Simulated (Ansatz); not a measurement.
Calculation: Ansatz (a first-principles code) with B3LYP-D3(BJ)/def2-TZVP. No frequencies were computed at this level.

Ansatz 0.2 input:
```yaml
crystal:
  periodic: [false, false, false]
  atoms:
    - { symbol: F, position_ang: [1.131356, -0.614591, -0.233118] }
    - { symbol: C, position_ang: [-0.00723, 0.003409, 0.05784] }
    - { symbol: F, position_ang: [-1.00556, -0.673897, -0.496734] }
    - { symbol: F, position_ang: [0.025349, 1.217226, -0.479324] }
    - { symbol: H, position_ang: [-0.143915, 0.067854, 1.151336] }
basis:
  gaussian: { orbitals: def2-tzvp }
hamiltonian:
  xc: b3lyp
  dispersion: d3bj
relax:
  max_steps: 150
```

Output:

```
Functional definition: B3LYP
692 factors; their error is unknown
mean field evaluation 1: about -9206.2816 eV, gradient 3.9e1 eV
mean field evaluation 2: about -9204.5608 eV, gradient 5.4e1 eV
mean field evaluation 4: about -9208.1277 eV, gradient 1.0e0 eV
mean field evaluation 8: about -9208.1484 eV, gradient 3.3e-1 eV
mean field evaluation 16: about -9208.1485 eV, gradient 2.4e-5 eV
mean field -9208.14853266 eV, -338.3932170682 hartree, gradient 2.4e-5 eV, S^2 0.000000; 0 other end points of the search recorded, 0 dependent functions left out
reference -9208.14868161 eV, -338.3932225419 hartree; 17, 17 occupied and 113, 113 virtual orbitals, 692 factors
relax step   1: F+E_penalty+E_count = -9208.22147951 eV  Δ(F+E_penalty+E_count) = +0.000e0 eV  max|allowed force component| = 8.512e-1 eV/Å  Δτ_max = 0.0000 Å  (27 SCF iters, accepted)
these checks for a lower state are left out or cut short: starts, cluster_reference, orbital_swaps, neighbouring_geometries, increment
692 factors; their error is unknown
mean field -9208.16060252 eV, -338.3936606273 hartree, gradient 1.9e-5 eV, S^2 0.000000; 0 other end points of the search recorded, 0 dependent functions left out
reference -9208.16075100 eV, -338.3936660836 hartree; 17, 17 occupied and 113, 113 virtual orbitals, 692 factors
relax step   2: F+E_penalty+E_count = -9208.23350184 eV  Δ(F+E_penalty+E_count) = -1.202e-2 eV  max|allowed force component| = 3.850e-1 eV/Å  Δτ_max = 0.0078 Å  (31 SCF iters, accepted)
these checks for a lower state are left out or cut short: starts, cluster_reference, orbital_swaps, neighbouring_geometries, increment
692 factors; their error is unknown
mean field evaluation 32: about -9208.1631 eV, gradient 1.9e-5 eV
mean field -9208.16305289 eV, -338.3937506766 hartree, gradient 1.9e-5 eV, S^2 0.000000; 0 other end points of the search recorded, 0 dependent functions left out
reference -9208.16320106 eV, -338.3937561216 hartree; 17, 17 occupied and 113, 113 virtual orbitals, 692 factors
relax step   3: F+E_penalty+E_count = -9208.23591824 eV  Δ(F+E_penalty+E_count) = -2.416e-3 eV  max|allowed force component| = 6.125e-3 eV/Å  Δτ_max = 0.0047 Å  (31 SCF iters, accepted)
692 factors; their error is unknown
mean field -9208.16305289 eV, -338.3937506766 hartree, gradient 1.9e-5 eV, S^2 0.000000; 1 other end points of the search recorded, 0 dependent functions left out
reference -9208.16320106 eV, -338.3937561216 hartree; 17, 17 occupied and 113, 113 virtual orbitals, 692 factors
Total energy: -9208.23606641 eV, -338.3964338739 hartree
Atom 0 at     1.141792    -0.620312    -0.229676 Å, force     0.005093    -0.002755    -0.002284 eV/Å
Atom 1 at    -0.007747     0.003653     0.061979 Å, force    -0.000764     0.000362     0.006125 eV/Å
Atom 2 at    -1.016191    -0.680202    -0.495891 Å, force    -0.004229    -0.003015    -0.003434 eV/Å
Atom 3 at     0.024882     1.229565    -0.478310 Å, force     0.000269     0.005235    -0.003358 eV/Å
Atom 4 at    -0.142736     0.067297     1.141897 Å, force    -0.000369     0.000174     0.002950 eV/Å
Dipole moment:    -0.041304     0.019475     0.330445 e Å
```

Cost: about 12 core-seconds (a rough figure).
